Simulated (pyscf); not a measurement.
# Routes from H₃C–CH₂–SiH₃ (SMILES CC[SiH3]) + HCl (SMILES Cl)

Candidate steps break at most two bonds and form at most two. Each was searched with GFN2-xTB (tblite) first. Optimised with ωB97X-D3(BJ)/def2-SVP in PySCF. Energies: ωB97M-D3(BJ)/def2-TZVP, kcal/mol, from the separated reactants, singlet surface; ΔG‡ with ideal gas, 1 atm, RRHO with modes under 100 cm⁻¹ raised to 100, one conformer, R ln 2 for chiral ones without a mode under 150 cm⁻¹.

| products | type | ΔE‡ | ΔE | ΔG‡ 298 K | ΔG‡ 900 K | ν‡ (cm⁻¹) |
|---|---|---|---|---|---|---|
| H₃C–CH₂–SiH₂–Cl + H₂ | four-centre exchange | 33.2 | -19.6 | 43.1 | 63.5 | 910i |
| H₃C–CH₃ + H₃Si–Cl | four-centre exchange | 37.7 | -24.7 | 48.3 | 69.7 | 641i |
| H₃C–CH₂–SiH₃ + HCl | four-centre exchange (C–H, Cl–H broken, C–H, Cl–H formed) | 54.7 | 0.0 | 62.2 | 80.9 | 1526i |
| H₃C–CH₂–SiH₃ + HCl | four-centre exchange (C–H, Cl–H broken, C–H, Cl–H formed) | 61.1 | 0.0 | 69.5 | 89.6 | 1813i |
| H₃C–CH₂–Cl + SiH₄ | four-centre exchange | 93.0 | +10.6 | 99.8 | 116.3 | 553i |

Plain bond fissions and candidates not yet searched are not listed, and one of them may be faster. Each barrier is that of the saddle found; lower ones may exist. A restricted solution here is unstable towards spin polarisation, so biradical character is likely and single-reference numbers are less safe.
